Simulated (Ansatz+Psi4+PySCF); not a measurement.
# singlet LiH: levels of theory in one basis

| atom | x (Å) | y (Å) | z (Å) |
| --- | --- | --- | --- |
| Li | 0.0000 | 0.0000 | 0.4920 |
| H | 0.0000 | 0.0000 | -1.4760 |

Basis set: cc-pVTZ on H; cc-pCVTZ on Li (spherical functions). All electrons are correlated. Charge 0, multiplicity 1.

Computed with Ansatz (development build ahead of 0.2.0) and Psi4 1.11; each method stands on the lowest determinant of its kind that the runs found.

```
     method  E − E(RHF) (eV)  <S²> of the determinant
        RHF             0.00                     0.00
   RHF-CCSD            -2.11                        –
RHF-CCSD(T)            -2.12                        –
```

(1) What does RHF-MP2 give on the same scale?

Answers

(1) -1.75 eV.
